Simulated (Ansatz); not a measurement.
C₂HClF₂O, SMILES `FC1(F)OC1Cl`. Charge 0, multiplicity 1. All single points use the PBE0-D4/def2-TZVP geometry.

```xyz
7

F    -0.709   -1.520    0.576
C    -0.222   -0.633   -0.273
F    -0.716   -0.871   -1.482
O     1.111   -0.372   -0.203
C     0.200    0.688    0.139
Cl    0.143    1.185    1.796
H     0.193    1.523   -0.552
```

Question: What is the dipole moment at B3LYP/def2-TZVPP? (Estimate.)

Answer: Computed: 1.65 D, with components (-0.38, 1.55, -0.43) D in this frame, pointing from negative to positive charge.

Question: And with PBE, r2SCAN, ωB97M-V? (An estimate is asked.)

Answer: Computed: PBE 1.48 D, r2SCAN 1.55 D, ωB97M-V 1.65 D.

Question: Give the Mulliken charges with B3LYP, PBE, ωB97M-V in def2-TZVPP. (An estimate is asked.)

Answer: The calculation gave: 
```
atom  B3LYP    PBE  ωB97M-V
  F1  -0.16  -0.12    -0.15
  C2   0.47   0.36     0.44
  F3  -0.17  -0.13    -0.16
  O4  -0.26  -0.20    -0.25
  C5   0.05   0.03     0.02
 Cl6  -0.06  -0.06    -0.03
  H7   0.14   0.12     0.14
```

B3LYP here is the variant with VWN-RPA as its local correlation; programs differ in this.
